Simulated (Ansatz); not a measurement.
Reaction: C3H5Cl (2-chloroprop-1-ene, SMILES C=C(C)Cl) → C2H2Cl (SMILES C=[C]Cl, doublet) + CH3 (SMILES [CH3], doublet) (the C-C bond breaks)
Each species at its own B3LYP-D3(BJ)/def2-TZVP minimum (Ansatz, a program for electronic structure).

Total energies in hartree (Ansatz). Radicals and triplets start from unrestricted determinants; spin-orbit coupling is neglected. Cores are frozen in correlated methods. No relativity. The UHF reference of C2H2Cl (C=[C]Cl, doublet) is spin-contaminated (<S^2> up to 0.21 over the pure value in the sets run).

```csv
species,HF/cc-pV(T+d)Z,CCSD(T)/cc-pV(T+d)Z,HF/cc-pV(Q+d)Z,CCSD(T)/cc-pV(Q+d)Z,CCSD(T)/cc-pV(D+d)Z,CCSDT(Q)/cc-pV(D+d)Z
"1: C3H5Cl (2-chloroprop-1-ene, SMILES C=C(C)Cl)",-576.05678,-576.82322,-576.06790,-576.88126,-576.62673,-576.62901
"2: C2H2Cl (SMILES C=[C]Cl, doublet)",-536.36027,-536.89388,-536.36887,-536.93855,-536.74620,-536.74887
"3: CH3 (SMILES [CH3], doublet)",-39.57748,-39.76098,-39.58026,-39.77245,-39.71583,-39.71634
```

Q: Work out the bond dissociation energy (electronic) in kcal/mol: take Hartree-Fock from cc-pV(Q+d)Z, extrapolate the CCSD(T) correlation energy as X^-3 (X = 3, 4), and add CCSDT(Q) - CCSD(T) in cc-pV(D+d)Z. 1 hartree = 627.51 kcal/mol.

A: 
Species 1: correlation (64·(-0.81336) - 27·(-0.76644))/37 = -0.84760; step -0.00228; E1 = -576.06790 + (-0.84760) + (-0.00228) = -576.91778
Species 2: correlation (64·(-0.56968) - 27·(-0.53361))/37 = -0.59600; step -0.00267; E2 = -536.36887 + (-0.59600) + (-0.00267) = -536.96754
Species 3: correlation (64·(-0.19219) - 27·(-0.18350))/37 = -0.19853; step -0.00051; E3 = -39.58026 + (-0.19853) + (-0.00051) = -39.77930
-1·E1 +1·E2 +1·E3 = 0.17094 hartree = 107.3 kcal/mol.
